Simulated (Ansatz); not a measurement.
# Heat of formation of SiO2 (SMILES O=[Si]=O) from total energies

SiO2: 3 atoms, total charge 0, spin state singlet. SMILES: `O=[Si]=O`. The coordinates come from a PBE0-D4/def2-TZVP relaxation.

```xyz
3

O     0.6977    1.2296    0.5188
Si    0.0000    0.0000    0.0000
O    -0.6977   -1.2296   -0.5188
```

Total energies at wB97M-V/cc-pVTZ (Ansatz 0.2.0); the atoms run unrestricted:

```tsv
species	state	energy (Eh)
SiO2	singlet	-439.963514
O	triplet	-75.072258
Si	triplet	-289.357142
```

Harmonic wavenumbers at PBE0-D4/def2-TZVP, in cm⁻¹: 299, 299, 1015, 1469.

Measured heats of formation of the gaseous atoms at 298.15 K, in kJ/mol: O 249.2, Si 450.0. Spin-orbit lowering of the atoms at 298 K (mean of the ground term's levels less their thermal mean, from spectra), in kJ/mol: O 0.40, Si 0.44. Take 1 Eh = 2625.50 kJ/mol, 1 cm⁻¹ = 0.0119627 kJ/mol, RT = 2.479 kJ/mol.

Problem. Work out the heat of formation of the gas at 298 K.

Solution. 
1. Electronic atomisation energy: 2 × (-75.072258) + (-289.357142) − (-439.963514) = 0.461856 Eh = 1212.6 kJ/mol.
2. Zero-point energy: half the sum of the wavenumbers, 1541 cm⁻¹ = 18.4 kJ/mol.
3. Thermal vibrational enthalpy, Σ hcν̃/(exp(hcν̃/kT) − 1): 2.3 kJ/mol. Translation, rotation and pV of a linear molecule: 3.5 RT = 8.7 kJ/mol.
4. The 3 free atoms carry 5/2 RT each: 18.6 kJ/mol.
5. Spin-orbit coupling lowers the free atoms by 2 × 0.40 + 0.44 = 1.2 kJ/mol.
6. Atomisation enthalpy at 298 K: 1212.6 − 1.2 − 18.4 − 2.3 − 8.7 + 18.6 = 1200.6 kJ/mol.
7. Sum of the atoms' heats of formation: 948.4 kJ/mol. Heat of formation: 948.4 − 1200.6 = -252.2 kJ/mol.

The tabulated value is -305.4 kJ/mol (NIST-JANAF tables; in doubt: it may be an older value or an estimate), so this level is off by +53.2 kJ/mol, or 4.2 % of the atomisation enthalpy that the table implies (1253.9 kJ/mol). Anharmonicity and any spin-orbit splitting of the molecule are left out.
